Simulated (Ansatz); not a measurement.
## What each rung costs, and what it gives

The pair of OH⁻ (SMILES [OH-], atoms 1–2) and CH₃F (SMILES CF, atoms 3–7), both closed shells, in one local arrangement (a lower one may exist), relaxed at PBE0-D4/def2-TZVPD:

O1  (0.109, -0.019, -2.015)
H2  (0.595, -0.583, -2.624)
C3  (-0.186, 0.116, 0.875)
F4  (0.898, 0.179, 1.773)
H5  (-0.763, 1.039, 0.999)
H6  (-0.803, -0.738, 1.175)
H7  (0.150, 0.006, -0.183)
(Å)

Interaction energies are counterpoise-corrected; the time is that of the whole pair.

Ansatz 0.2.0; basis: as named in each row; cores frozen in the correlated methods. B3LYP uses VWN-RPA correlation. Extrapolation: Hartree–Fock as exp(−7.88 √X), correlation as X^−2.97.

Times are rough, for one single point on 2 threads of a shared host (AMD EPYC 9R45).

The estimate by CCSD(T) at an estimated basis limit (MP2 extrapolated from triple and quadruple zeta, plus CCSD(T) − MP2 in triple zeta) is -13.56 kcal/mol.

| method | basis | time (s) | interaction energy (kcal/mol) | method less estimate |
| --- | --- | --- | --- | --- |
| HF | STO-3G | under 1 | -9.66 | 3.90 |
| PBE-D4 | STO-3G | under 1 | -10.23 | 3.33 |
| B3LYP-D4 | 6-31G | under 1 | -19.97 | -6.41 |
| SPW92 | def2-SVP | under 1 | -20.84 | -7.28 |
| PBE-D4 | def2-SVP | under 1 | -16.81 | -3.25 |
| PBE0-D4 | def2-SVP | under 1 | -17.58 | -4.02 |
| CCSD(T) | def2-SVP | under 1 | -13.59 | -0.03 |
| revPBE-D4 | def2-TZVPPD | under 1 | -12.98 | 0.58 |
| PBE-D4 | def2-TZVPPD | under 1 | -13.93 | -0.37 |
| wB97M-V | def2-SVP | under 1 | -16.13 | -2.57 |
| BLYP-D4 | def2-TZVPPD | under 1 | -12.98 | 0.58 |
| PBE0-D4 | def2-TZVPPD | under 1 | -14.43 | -0.88 |
| B3LYP-D4 | def2-TZVPPD | under 1 | -13.83 | -0.27 |
| HSE06-D4 | def2-TZVPPD | under 1 | -14.42 | -0.86 |
| r2SCAN-D4 | def2-TZVPPD | 1 | -13.86 | -0.30 |
| B2PLYP | def2-TZVPPD | 2 | -12.74 | 0.82 |
| wB97M-V | def2-TZVPPD | 2 | -13.72 | -0.16 |
| wB97X-V | def2-TZVPPD | 2 | -13.60 | -0.04 |
| B97M-V | def2-TZVPPD | 3 | -13.30 | 0.26 |
| MP2 | def2-QZVPPD | 5 | -12.85 | 0.71 |
| CCSD(T) | def2-TZVPPD | 20 | -12.83 | 0.73 |

T1 diagnostic: at most 0.025.
